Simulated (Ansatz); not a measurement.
Basis sets compared for H2S5. Total charge 0; singlet. Geometry PBE-D4/def2-SVP. Ansatz on 4 threads of Arm Neoverse V2 on a shared host; times are rough, and most runs start from earlier orbitals.

Cartesian coordinates in Å:
```
S -0.577 -1.967 0.532
S 1.371 -1.329 0.088
S 1.521 0.686 0.653
S 0.862 1.829 -0.979
S -1.200 2.096 -0.748
H -0.380 -2.274 1.851
H -1.596 0.958 -1.396
```

Binding counts from free atoms (S triplet, H doublet) in the same basis, without a counterpoise term.

| level | functions | energy (Eh) | HOMO (eV) | LUMO (eV) | binding per atom (eV) | wall time |
| --- | --- | --- | --- | --- | --- | --- |
| HF/6-31G | 69 | -1988.4957 | -10.51 | 0.76 | 0.55 | 0.35 s |
| PBE-D4/def2-SVP | 100 | -1990.7132 | -6.02 | -2.52 | 2.77 | 0.95 s |
| PBE0-D4/def2-SVP | 100 | -1990.8606 | -7.29 | -1.70 | 2.61 | 1.2 s |

(1) Estimate the rows for HF/def2-TZVP, PBE-D4/def2-TZVP, PBE0-D4/def2-TZVP (with forces).

Answers

(1) 
```json
{"level": "HF/def2-TZVP", "functions": "197", "energy (Eh)": "-1988.8822", "HOMO (eV)": "-10.01", "LUMO (eV)": "1.86", "binding per atom (eV)": "1.45", "wall time": "2.2 s"}
{"level": "PBE-D4/def2-TZVP", "functions": "197", "energy (Eh)": "-1991.4301", "HOMO (eV)": "-6.12", "LUMO (eV)": "-2.66", "binding per atom (eV)": "2.87", "wall time": "1.8 s"}
{"level": "PBE0-D4/def2-TZVP (with forces)", "functions": "197", "energy (Eh)": "-1991.5720", "HOMO (eV)": "-7.31", "LUMO (eV)": "-1.79", "binding per atom (eV)": "2.73", "wall time": "4.6 s"}
```
